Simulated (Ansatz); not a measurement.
System: hcp Be. Method: PBEsol (Ansatz, a quantum-chemistry and plane-wave program, plane waves, PAW).

Numerical settings: plane-wave cutoff 520 eV, 30×30×16 k mesh (along the axes of the cell as run), Fermi–Dirac smearing 0.05 eV, scalar-relativistic PAW data made under PBE.

Shape and atoms are relaxed at each volume.

Pressure at four volumes; x = ln(V/7.837 Å³). One pressure is withheld.

```
V (Å³/atom)        x  P (GPa)
-----------  -------  -------
7.524        -0.0408        ?
7.681        -0.0201     2.59
7.837         0.0000     0.00
8.151         0.0393    -4.55
```

Q: Pass a parabola P(x) through the three rows shown, estimate the bulk modulus and its pressure derivative near zero pressure, and predict the withheld pressure.

A: Slopes between the rows: (0.00 − (2.59))/(0.0000 − (-0.0201)) = -128.86 and (-4.55 − (0.00))/(0.0393 − (0.0000)) = -115.78 GPa. Their difference over the span 0.0594 is c = 13.08/0.0594 = 220.2 GPa, so P(x) = 2.59 + (-128.86)(x − (-0.0201)) + 220.2 (x − (-0.0201))(x − (0.0000)). At the middle row B = −dP/dx = −[-128.86 + 220.2 × 0.0201] = 124.4 GPa, and B′ = dB/dP = 2c/B = 3.5. At x = -0.0408 the parabola gives 5.44 GPa; the run gives 5.41 GPa. The Birch–Murnaghan fit to the energies at all volumes has B0 = 124 GPa and B′ = 3.3.

Measured, for comparison: bulk modulus 117 GPa (room temperature, no zero-point or thermal correction, sources range from 97.2 to 117; as tabulated in arXiv:2410.04971). Computed less measured: bulk modulus +6 % (+6 % to +28 % over the range). A static lattice is as a rule a little smaller and stiffer than an uncorrected measurement, which can account for part of this in the bulk modulus.
